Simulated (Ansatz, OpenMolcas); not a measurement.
# Worked example: the enthalpy of formation of C4H4O (furan)

C4H4O has 9 atoms, charge 0, and is taken as a singlet. As SMILES, `c1ccoc1`. Geometry: relaxed at PBE0-D4/def2-TZVP.

Total energies at M06-L/def2-SVP (OpenMolcas 26.06); the atoms run unrestricted:

| species | state | energy (Eh) |
| --- | --- | --- |
| C4H4O | singlet | -229.822331 |
| C | triplet | -37.802016 |
| O | triplet | -74.993661 |
| H | doublet | -0.501665 |

Harmonic wavenumbers at PBE/def2-SVP, in cm⁻¹: 598, 618, 707, 729, 818, 857, 859, 863, 985, 1026, 1080, 1137, 1197, 1235, 1392, 1480, 1558, 3184, 3194, 3213, 3219.

Measured heats of formation of the gaseous atoms at 298.15 K, in kJ/mol: C 716.9, O 249.2, H 218.0. Spin-orbit lowering of the atoms at 298 K (mean of the ground term's levels less their thermal mean, from spectra), in kJ/mol: C 0.02, O 0.40. Take 1 Eh = 2625.50 kJ/mol, 1 cm⁻¹ = 0.0119627 kJ/mol, RT = 2.479 kJ/mol.

**Question.** What heat of formation follows?

**Answer.** 
1. Electronic atomisation energy: 4 × (-37.802016) + (-74.993661) + 4 × (-0.501665) − (-229.822331) = 1.613946 Eh = 4237.4 kJ/mol.
2. Zero-point energy: half the sum of the wavenumbers, 14974.5 cm⁻¹ = 179.1 kJ/mol.
3. Thermal vibrational enthalpy, Σ hcν̃/(exp(hcν̃/kT) − 1): 2.5 kJ/mol. Translation, rotation and pV of a non-linear molecule: 4 RT = 9.9 kJ/mol.
4. The 9 free atoms carry 5/2 RT each: 55.8 kJ/mol.
5. Spin-orbit coupling lowers the free atoms by 4 × 0.02 + 0.40 = 0.5 kJ/mol.
6. Atomisation enthalpy at 298 K: 4237.4 − 0.5 − 179.1 − 2.5 − 9.9 + 55.8 = 4101.2 kJ/mol.
7. Sum of the atoms' heats of formation: 3988.8 kJ/mol. Heat of formation: 3988.8 − 4101.2 = -112.4 kJ/mol.

The tabulated value is -34.8 kJ/mol (CRC Handbook of Chemistry and Physics), so this level is off by -77.6 kJ/mol, or 1.9 % of the atomisation enthalpy. Anharmonicity and any spin-orbit splitting of the molecule are left out.
